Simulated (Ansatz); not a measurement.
Energy profile

The step: SiNH₅S ([NH2][SiH2][SH]) → SiH₂S ([SiH2][S]) + NH₃ (still joined by a long Si–N bond); bonds formed: N2–H4; bonds broken: S3–H4; bonds weakened to dative contacts: Si1–N2 (atoms numbered as in the saddle structure below).

| atom | x (Å) | y (Å) | z (Å) |
| --- | --- | --- | --- |
| Si1 | -0.7090 | -0.4909 | -0.2220 |
| N2 | 0.5618 | 0.6591 | 0.4300 |
| S3 | 0.6759 | -1.3356 | -1.4858 |
| H4 | 1.1881 | -0.0910 | -0.4874 |
| H5 | -1.8130 | 0.3374 | -0.7730 |
| H6 | -1.2358 | -1.2663 | 0.9312 |
| H7 | 0.4677 | 1.6455 | 0.2166 |
| H8 | 0.8644 | 0.5419 | 1.3903 |

Electronic energies by CCSD(T) at an estimated basis limit (MP2 extrapolated from triple and quadruple zeta, plus CCSD(T) − MP2 in triple zeta), on PBE0-D4/def2-TZVP structures; SiNH5S, singlet; no counterpoise correction. Computed with Ansatz 0.2.0 (basis: def2-TZVPP and def2-QZVPP); correlated methods freeze the cores. Extrapolation: Hartree–Fock as exp(−7.88 √X), correlation as X^−2.97.

(1) Give the profile in kcal/mol, counted from the start structure. (Judge from chemistry; the value comes from the calculation.)

The T1 diagnostic stays at or below 0.018.

Results:

(1) Computed:
```tsv
point	kcal/mol
start structure	0.00
saddle	28.82
end structure	11.56
separated: SiH2S (linked as [SiH2][S]; Si1, S3, H5, H6; singlet) + NH3 (N2, H4, H7, H8; singlet)	40.34
```

For scale, one of the runs: CCSD(T)/def2-TZVPP, 185 basis functions (an equivalent command: `ansatz run in.yaml --threads 2`). Hardware: 2 CPU threads, shared host. Wall time 33 s; peak host memory 1.7 GiB.
